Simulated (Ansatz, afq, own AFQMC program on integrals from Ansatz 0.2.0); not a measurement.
AFQMC on a folder of integrals that Ansatz 0.2.0 wrote.

```yaml
crystal:
  periodic: [false, false, false]
  atoms:
    - {symbol: Si, position_ang: [-0.086624, -0.032276, 0.579137]}
    - {symbol: O, position_ang: [0.088491, 0.099651, -1.058633]}
    - {symbol: H, position_ang: [0.642493, -1.228094, 1.108382]}
    - {symbol: H, position_ang: [0.485976, 1.218586, 1.144898]}
    - {symbol: H, position_ang: [-0.119403, -0.672933, -1.586426]}
basis:
  gaussian: {orbitals: cc-pVDZ}
magnetization: {spin_polarized: true, initial_magnetization: 1}
correlation: {method: ccsd_t, electrons: outside_noble_gas, hamiltonian_folder: ham}
```

```sh
$ ansatz run in.yaml --threads 1 --pin off --events-out ev --progress --plain --max-ram 1382MiB
```

afq runs on the folder ham with

```
--method phaseless --trial cisd --walkers 60 --populations 1 --least-time 40 --time-step 0.005 --steps-per-block 50 --equilibration-blocks 28 --max-blocks 300 --target-error 0.00043 --factor-cut 1e-05 --start spin_pure --seed 9636 --release-times 0.24,0.51,0.99,1.62,2.4 --release-step 0.03 --release-every 4 --taylor-order 6
```

Times are imaginary, in 1/Eh. The walk had a cap of 1976 s.

```
orbitals 41  electrons 7 6  factors 313 of 440
reference energy -365.53071712 Eh
CCSD correlation -0.29915878 Eh in 11 cycles, weight of the determinant in the CISD state 0.8953
energy of the start -365.829781 Eh
 block  time / (1/Eh)  mean weight  energy / Eh
     1     0.250  0.9974  -365.825672
     2     0.500  0.9998  -365.827998
     3     0.750  0.9988  -365.833247
     4     1.000  1.0027  -365.843454
     5     1.250  1.0007  -365.832597
     8     2.000  0.9991  -365.836616
    17     4.250  0.9985  -365.834427
    41    10.250  0.9987  -365.830763
    65    16.250  0.9988  -365.831592
    89    22.250  1.0017  -365.840073
   113    28.250  1.0002  -365.840823
   129    32.250  0.9992  -365.828661
   137    34.250  1.0015  -365.831366
   161    40.250  1.0025  -365.829571
   185    46.250  0.9974  -365.840615
   209    52.250  0.9960  -365.838397
   233    58.250  1.0001  -365.836682
   257    64.250  1.0002  -365.851316
   281    70.250  0.9987  -365.834671
   305    76.250  1.0013  -365.834410
   321    80.250  1.0015  -365.835290
blocks merged  error / Eh  count
     1  0.000320  300
     2  0.000382  150
     4  0.000440  75
     8  0.000454  37
    16  0.000493  18
    32  0.000503  9
released: time / (1/Eh)  energy / Eh  error  mean overlap
  0.24  -365.836605  0.000409  0.9995
  0.51  -365.836187  0.000379  1.0139
  0.99  -365.836975  0.000500  1.0150
  1.62  -365.837916  0.000565  1.0007
  2.40  -365.838154  0.000796  0.9714
energy -365.837313 +/- 0.000493 Eh
(rows thinned)
```

**Question.** Estimate how long the walk took on 1 thread of Arm Neoverse V2, on a shared host.

**Answer.** 9.6 min of wall time.

The run passed its tests (sampling time, drift between the halves within three errors, error under three times the target), which doesn't prove that it has relaxed.

Against this walk (error 13.4 meV) on the same determinant: CCSD(T) 34.2 meV higher. The error is statistical and leaves out the bias of the constraint. Released to 2.40 1/Eh the energy moves by -23 ± 25 meV (both errors), within twice the noise.

Cautions: constraint bias not in the error; error above the target (13.4 against 11.7 meV).
